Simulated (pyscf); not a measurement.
Structures and frequencies: ωB97X-D3(BJ)/def2-SVP in PySCF. MP2 and CC: frozen core, UHF for open shells. ΔMP2 is the change of the MP2 total energy from the triple- to the quadruple-zeta basis.

Task: What is the homolytic dissociation enthalpy (298 K, CCSD(T)/def2-TZVPP + ΔMP2(QZVPP)) of the C–C bond of HC≡C–CH₂–F, to •C≡CH + •H₂C–F?

Result: C–C to •C≡CH + •H₂C–F: 5.36 eV. The radicals are drawn with the spin at the cut bond; how far it spreads was not checked. The CCSD(T) − MP2 part came from Ansatz, without density fitting, on the same reference. An open-shell T1 diagnostic exceeds 0.045. A UHF reference is spin-contaminated (<S²> up to 1.15), which harms MP2 most. C₂H has a Π state close over its Σ ground state, and the state reached was not checked.
